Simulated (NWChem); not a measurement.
System: AlCl3; SMILES [Cl][Al]([Cl])[Cl]

The following NWChem deck was run.

```
start job
memory heap 200 mb stack 900 mb global 1100 mb
geometry units angstroms noautosym nocenter noautoz
  Al     0.000000     0.000000     0.002297
  Cl    -2.037473     0.455994    -0.000159
  Cl     1.413639     1.536506    -0.000159
  Cl     0.623834    -1.992500    -0.000159
end
basis spherical
  * library 6-31g*
end
dft
  xc hfexch
  iterations 150
end
property
  shielding 2 1 2
end
task dft property
```

The geometry was optimised at B3LYP/6-31G* (spherical d).

GIAO values for the isolated, static molecule; σ is the absolute isotropic shielding.

Atoms are numbered as in the input.

Q: What results follow from this input? (Hartree-Fock/6-31G* (spherical d), GIAO.) Quantities: σ Al1 (ppm); σ Cl2 (ppm).

A: 
```yaml
"σ Al1 (ppm)": 498.7
"σ Cl2 (ppm)": 1002.1
```
